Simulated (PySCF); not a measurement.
Level of theory: PBE0-D4/def2-TZVP // PBE0-D4/def2-SVP in PySCF. Isolated molecules, 0 K electronic values unless said otherwise. 

Reference species (SMILES): `N` (neutral, multiplicity 1).

```yaml
HOMO–LUMO gap: 8.71 eV
dipole_moment: 1.79 D
```

Changed species: `CC#N` (free base CH3CN; the reference has free base NH3).

Q: Give the shifts of the HOMO–LUMO gap and dipole moment.

A: the HOMO–LUMO gap rises by 1.55 eV, to 10.26 eV; the dipole moment increases by 2.24 D, to 4.03 D.
